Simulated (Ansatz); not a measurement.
Cost and result for the atomization energy of C$_{4}$H$_{5}$Cl, SMILES `CC1=C(Cl)C1` (10 atoms, 10 bonds).

```xyz
10

C     0.625   -0.337    1.334
C     0.044   -0.125    0.006
C    -0.291   -0.497   -1.179
Cl   -0.347   -1.702   -2.354
C    -0.637    0.908   -0.880
H    -0.122   -0.157    2.113
H     1.446    0.364    1.510
H     1.004   -1.354    1.442
H    -1.676    1.182   -0.682
H    -0.044    1.718   -1.311
```

The species carries charge 0 and has multiplicity 1. All single points use the PBE0-D4/def2-TZVP geometry. Program: Ansatz. All runs use 4 threads of an Arm Neoverse V1 on a shared host. Times are those of one run each, without the atoms' runs, and a repeat can differ threefold. Electronic energies, without spin–orbit coupling; frozen cores. CCSD(T)/CBS adds CCSD(T) − MP2 in def2-TZVPP to the MP2 limit, and its time is that of the two runs behind it. T1 = 0.010. B3LYP takes the VWN-RPA correlation (the form of Gaussian; ORCA's B3LYP/G).

CCSD(T)/CBS is a level of theory with its own doubt, some kJ/mol a heavy atom from the limit and from the frozen cores, so smaller differences don't rank the functionals.

```
                             level  functions  wall time
   PBE-D4/def2-TZVPP (with forces)        236      2.1 s
                PBE0-D4/def2-TZVPP        236      2.4 s
 B3LYP-D4/def2-TZVPP (with forces)        236      3.8 s
r2SCAN-D4/def2-TZVPP (with forces)        236      3.9 s
                 B2PLYP/def2-TZVPP        236      4.5 s
                ωB97X-V/def2-TZVPP        236      6.5 s
  ωB97M-V/def2-TZVPP (with forces)        236        9 s
                    MP2/def2-QZVPP        448       18 s
                CCSD(T)/def2-TZVPP        236      100 s
                 CCSD(T)/CBS(def2)          –      120 s
```

(1) What atomization energy does each give, and how far from CCSD(T)/CBS? (Estimate.)

Answers

(1) Computed: 
```json
{"level": "PBE-D4/def2-TZVPP (with forces)", "atomization (kcal/mol)": "997.5", "difference from CCSD(T)/CBS": "39.7", "per bond": "4.0"}
{"level": "PBE0-D4/def2-TZVPP", "atomization (kcal/mol)": "977.6", "difference from CCSD(T)/CBS": "19.8", "per bond": "2.0"}
{"level": "B3LYP-D4/def2-TZVPP (with forces)", "atomization (kcal/mol)": "960.5", "difference from CCSD(T)/CBS": "2.7", "per bond": "0.3"}
{"level": "r2SCAN-D4/def2-TZVPP (with forces)", "atomization (kcal/mol)": "968.0", "difference from CCSD(T)/CBS": "10.2", "per bond": "1.0"}
{"level": "B2PLYP/def2-TZVPP", "atomization (kcal/mol)": "951.9", "difference from CCSD(T)/CBS": "-5.9", "per bond": "-0.6"}
{"level": "ωB97X-V/def2-TZVPP", "atomization (kcal/mol)": "962.3", "difference from CCSD(T)/CBS": "4.5", "per bond": "0.5"}
{"level": "ωB97M-V/def2-TZVPP (with forces)", "atomization (kcal/mol)": "964.3", "difference from CCSD(T)/CBS": "6.5", "per bond": "0.6"}
{"level": "MP2/def2-QZVPP", "atomization (kcal/mol)": "972.3", "difference from CCSD(T)/CBS": "14.5", "per bond": "1.5"}
{"level": "CCSD(T)/def2-TZVPP", "atomization (kcal/mol)": "934.4", "difference from CCSD(T)/CBS": "-23.4", "per bond": "-2.3"}
{"level": "CCSD(T)/CBS(def2)", "atomization (kcal/mol)": "957.8", "difference from CCSD(T)/CBS": "0.0", "per bond": "0.0"}
```

From PBE to PBE0 (25 % exact exchange), in def2-TZVPP and without D4, the atomization energy moves by −19.2 kcal/mol: exact exchange takes away binding that semilocal exchange gives to molecules. The D4 term adds +7.4 kcal/mol with B3LYP and +3.9 kcal/mol with PBE0; it sums over pairs of atoms, weighted by their polarisabilities, and B3LYP, whose exchange is more repulsive, gets the larger term. In def2-TZVPP, CCSD(T) changes the Hartree–Fock value by +238.7 kcal/mol (the triples alone add +17.6 kcal/mol) and MP2 by +262.9 kcal/mol; breaking electron pairs costs correlation energy, which Hartree–Fock lacks.
